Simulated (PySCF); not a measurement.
# MgC+: bond curves at several levels of theory

An exercise on one series of results from a longer session: the logs are not shown, and one member is left open.

Method: Mg STO-3G, C STO-3G, no relativity; program: PySCF 2.14.0.

The first run:

The job is set up so:

| Quantity | Value |
| --- | --- |
| atoms | Mg, C |
| charge | 1 |
| basis | Mg STO-3G, C STO-3G |
| Hamiltonian | no relativity |
| basis functions | 14 |
| electrons treated | 17 |
| masses in u | 23.9850, 12.0000 |
| levels | PBE0, PBE, r²SCAN, TPSS, TPSSh, M06, HSE06, HF, MP2, SCS-MP2, CCSD, CCSD(T) |
| grid | 80 radial by 434 angular points |
| occupations | held fixed by the projection of orbital angular momentum |
| dissociation limit | Mg+ + C, each in its ground configuration |
| starting distance in angstrom | 2.165 |
| values of 2S to try | 1, 3 |

Command:

```
OMP_NUM_THREADS=1 python dia.py task.json out
```

Steps of the session up to this table: The job; First curve: PBE0; Other states along the same grid; PBE (GGA); r²SCAN; TPSS; TPSSh (hybrid meta-GGA); M06 (hybrid meta-GGA); HSE06 (range-separated hybrid); UHF; Adding correlation.

One table of the session follows, with a row left open; its other results are not shown here.

Energy (eV) from each level's lowest point:

| R (Å) | UHF | UHF-MP2 | UHF-SCS-MP2 | UHF-CCSD | UHF-CCSD(T) |
| --- | --- | --- | --- | --- | --- |
| 1.631 | 0.964 | 0.994 | 1.006 | n/a | n/a |
| 1.707 | 0.409 | 0.429 | 0.439 | 0.469 | 0.471 |
| 1.783 | 0.108 | 0.119 | 0.125 | 0.147 | 0.148 |
| 1.840 | ? | ? | ? | ? | ? |
| 1.897 | 0.000 | 0.000 | 0.000 | 0.000 | 0.000 |
| 1.954 | 0.055 | 0.053 | 0.051 | 0.033 | 0.033 |
| 2.030 | 0.201 | 0.208 | 0.202 | 0.151 | 0.153 |
| 2.125 | 0.441 | 0.485 | 0.477 | 0.371 | 0.378 |
| 2.239 | 0.730 | 0.840 | 0.828 | 0.679 | 0.693 |
| 2.390 | 1.036 | 1.210 | 1.190 | n/a | n/a |

Q: Estimate the row for R (Å) = 1.840 from the others.

Worked estimate for «UHF». A straight line through the neighbours (1.783, 0.108) and (1.897, 0.000) gives 0.108 + (0.000 − 0.108) × (1.840 − 1.783) / (1.897 − 1.783) = 0.054; a parabola fitted to 4 rows on both sides gives 0.008.

**Answer.** UHF: 0.011; UHF-MP2: 0.016; UHF-SCS-MP2: 0.019; UHF-CCSD: 0.032; UHF-CCSD(T): 0.032. In «UHF» the line misses by +0.043 and the parabola by -0.003.
